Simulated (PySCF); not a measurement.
3-fluoropropan-1-amine, C₃H₈FN.
Geometry (PBE0-D3(BJ)/def2-SVP, Å), atoms numbered from 1 in this order:
```
atom  x, y, z in Å
N1     1.5698   -0.7978    0.0344
C2     0.8432    0.2690   -0.6267
C3    -0.3900    0.6652    0.1751
C4    -1.3869   -0.4618    0.3006
F5    -1.8648   -0.8032   -0.9471
H6     2.2599   -1.2095   -0.5883
H7     2.0817   -0.4390    0.8384
H8     0.5005   -0.1022   -1.6060
H9     1.4472    1.1777   -0.8306
H10   -0.8786    1.5330   -0.2984
H11   -0.0946    0.9853    1.1906
H12   -2.2445   -0.1688    0.9299
H13   -0.8984   -1.3486    0.7360
```

Level of theory: core-valence-separated Tamm–Dancoff BHandHLYP/aug-pcX-1 (pcseg-1 on H) in PySCF, non-relativistic, gas phase, PBE0-D3(BJ)/def2-SVP geometry. The energies are unshifted.

Q: List the fluorine K-edge absorption lines.

A: 
| E (eV) | f | core hole on | main final orbital |
| --- | --- | --- | --- |
| 685.40 | 0.0241 | F5 | spread |
| 686.37 | 0.0089 | F5 | LUMO+3 (35 %) |
| 686.88 | 0.0018 | F5 | LUMO+2 (50 %) |
| 687.01 | 0.0026 | F5 | LUMO+1 (51 %) |
| 687.04 | 0.0042 | F5 | LUMO+3 (30 %) |
| 687.85 | 0.0015 | F5 | LUMO+6 (66 %) |
| 687.89 | 0.0008 | F5 | LUMO+4 (64 %) |

The first line with a tenth or more of the strongest one's intensity is at 685.40 eV (f = 0.024), with the hole on F5 (alkyl fluorine). It is also the strongest listed.

Q: Give energies, oscillator strengths and core holes at the N K edge.

A: 
| E (eV) | f | core hole on | main final orbital |
| --- | --- | --- | --- |
| 399.13 | 0.0129 | N1 | LUMO (69 %) |
| 400.04 | 0.0335 | N1 | spread |
| 401.05 | 0.0009 | N1 | LUMO+2 (70 %) |
| 401.37 | 0.0076 | N1 | LUMO+1 (34 %) |
| 401.86 | 0.0061 | N1 | spread |
| 402.05 | 0.0093 | N1 | LUMO+4 (42 %) |
| 402.17 | 0.0023 | N1 | spread |

The first line with a tenth or more of the strongest one's intensity is at 399.13 eV (f = 0.013), with the hole on N1 (primary amine nitrogen). The strongest listed is at 400.04 eV (f = 0.033; N1).

Q: Give energies, oscillator strengths and core holes at the C K edge.

A: 
```tsv
E (eV)	f	core hole on	main final orbital
285.47	0.0179	C3	LUMO (46 %)
286.01	0.0162	C2	LUMO (76 %)
286.07	0.0312	C3	LUMO+2 (30 %)
286.64	0.0014	C3	LUMO+1 (50 %)
286.80	0.0226	C2	spread
286.82	0.0591	C4	spread
286.97	0.0019	C3	LUMO+2 (47 %)
287.10	0.0049	C2	LUMO+2 (57 %)
287.40	0.0011	C3	LUMO+5 (42 %)
287.51	0.0045	C3	LUMO+4 (47 %)
287.61	0.0193	C4	LUMO+1 (51 %)
287.61	0.0058	C2	LUMO+1 (60 %)
287.85	0.0007	C3	LUMO+6 (45 %)
288.01	0.0045	C3	LUMO+7 (43 %)
```

The first line with a tenth or more of the strongest one's intensity is at 285.47 eV (f = 0.018), with the hole on C3 (chain CH2 carbon). The strongest listed is at 286.82 eV (f = 0.059; C4).

Roots within 0.03 eV whose holes lie on the same, on equivalent or on shared atoms are summed into one line, and the highest roots are left out, as the search may have cut off their partners. Final orbitals are the ground state's empty Kohn–Sham orbitals.

Q: What is the summed oscillator strength of the listed F K lines, and their intensity-weighted mean energy?

A: Σf = 0.044 over 7 lines from 685.40 to 687.89 eV; the weighted mean is 686.04 eV. The strongest line holds 55 % of the sum.

Only the lowest roots of each edge were sought.

One conformer stands for the species.
